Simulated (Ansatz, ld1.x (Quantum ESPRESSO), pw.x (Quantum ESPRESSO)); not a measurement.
phosphorus (P): does the RRKJ potential hold in the solid?

ld1.x (Quantum ESPRESSO) 7.5 input, shortened:

```
&input
   title='P', zed=15., rel=1, dft='PW', iswitch=3,
   config='[Ne] 3s2 3p2 3d-2'
 /
 &inputp
   pseudotype=2, tm=.false., rho0=0.001, lloc=-1, rcloc=1.15,
   nlcc=.false.
 /
3
3S  1  0   2.00   0.00  1.35  1.35  0.0
3P  2  1   2.00   0.00  1.20  1.20  0.0
3D  3  2  -2.00   0.05  1.40  1.40  0.0
 &test
   configts(1)='3s2 3p2'
 /
```

Atomic tests: cutoffs needed: 70 Ry and 90 Ry (the cutoffs (Ry, on a coarse ladder) from which the occupation-weighted sum of valence levels, in a spherical-Bessel basis at the reference potential, stays within 10 and 1 mRy of its value at 400 Ry); ghost test: no extra level below or beside the all-electron valence levels (s, p, d, f tested) (spherical-Bessel basis up to 400 Ry, 20 bohr box); largest excitation error: +107 meV (all-electron minus pseudo) for 3s2 3p0, out of 7 test configurations.

Crystal test: diamond P in pw.x 7.5, no spin, 9³ k-points, Fermi–Dirac smearing 0.01 Ry, cutoffs 110/440 Ry. The reference is all-electron LAPW (Ansatz 0.2.0) with the same functional, mesh and smearing; V0 and B0 come from Birch–Murnaghan fits to the pressures at five volumes. Errors are pseudo minus all-electron; Δ is the rms difference of the E(V) curves that follow from these fits, minima aligned, over ±6 % about the mean V0. Mesh and smearing are coarse, so the numbers serve the comparison and aren't converged zero-temperature values; the lattice is a test structure that the element need not adopt.

All-electron: a0 = 5.345 Å (V0 = 19.09 Å³/atom), B0 = 49.1 GPa.

Question: How far does the potential miss the all-electron equation of state?

Answer: mean pressure error (GPa): -1.01; a0 (Å): 5.308; a0 error (%): -0.69; B0 error (%): +1.3; Δ (meV/atom): 4.3. This is a poor potential for the solid.

| V (Å³/atom) | P all-electron (GPa) | P pseudo (GPa) |
| --- | --- | --- |
| 18.177 | 2.58 | 1.45 |
| 18.656 | 1.16 | 0.10 |
| 19.134 | -0.12 | -1.12 |
| 19.612 | -1.27 | -2.23 |
| 20.091 | -2.33 | -3.25 |

Question: At the middle volume, how do free energy and pressure move when the wave cutoff is lowered (ecutrho kept at four times it)?

Answer:

```tsv
cutoff (Ry)	shift of F (meV/atom)	shift of P (GPa)
50	+724.3	-12.11
66	+181.7	-7.07
88	+4.7	-0.53
```

The run at the middle volume (35 k-points, 7 iterations) took about 37 s on one core of a shared host (Neoverse-N1, 64 threads, 498 GiB, load 35).
